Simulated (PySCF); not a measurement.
N2O. Atoms are numbered in the order given.

```xyz
3

N      0.0000     0.0000    -1.1894
N      0.0000     0.0000    -0.0713
O      0.0000     0.0000     1.1031
```

The structure is a stationary point at PBE0-D3(BJ)/def2-TZVP.

The numbers are results of PBE/pcSseg-2 in PySCF, not measurements.

GIAO shieldings, no solvent; atoms alike by connectivity are averaged. δ = σ(ref) − σ: ¹⁵N against NH3 (σ = 262.8 ppm); ¹⁷O against H2O (σ = 327.5 ppm), references at their B3LYP-D3(BJ)/def2-TZVP geometries, non-relativistic.

```json
[
 {"atoms": "N2", "nucleus": "¹⁵N", "count": "1", "δ (ppm)": "(withheld)"},
 {"atoms": "N1", "nucleus": "¹⁵N", "count": "1", "δ (ppm)": "165.7"},
 {"atoms": "O3", "nucleus": "¹⁷O", "count": "1", "δ (ppm)": "139.3"}
]
```

Problem. Complete the blanks. (An estimate is asked for; the answer gives what the named calculation found.)

Solution. 
- N2, δ (ppm): 258.4
